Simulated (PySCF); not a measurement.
Start geometry of `FS(F)=O` from MMFF94s (Å):
```
atom  x, y, z in Å
O1     1.368   -0.227   -0.295
S2     0.069   -0.005    0.543
F3    -0.627    1.272   -0.186
F4    -0.727   -1.130   -0.092
```

Problem. What comes out of this run: PBE0-D3(BJ)/def2-SVP geometry optimisation, gas phase in PySCF?

Solution. 
```
atom  x, y, z in Å
O1     1.3645    0.1370   -0.3879
S2     0.2330   -0.1154    0.4612
F3    -0.8203    1.0828    0.2020
F4    -0.6939   -1.1949   -0.3057
```

The energy falls by 18.2 kcal/mol over 14 energy and gradient evaluations, the largest force component goes from 0.1426 to 2.2e-04 Eh/bohr, and the atoms move by 0.103 Å rms after alignment. The bond that changes most is O1=S2 (sulfinyl oxygen to sulfinyl sulfur), which shortens by 0.125 Å. Bonds longer at the end by more than 0.005 Å: 1 of 3; shorter: 2. Among the angles that change most is O1–S2–F4, from 96.1° to 106.8°. Rotational constants go from 8944, 7354, 4882 to 8311, 8048, 4779 MHz. The orientation of the end geometry is arbitrary; only internal coordinates are fixed.

The run used 60 basis functions and 91 SCF cycles in all.

No PBE0-D3(BJ)/def2-SVP frequencies stand behind this structure, so it isn't proved a minimum.
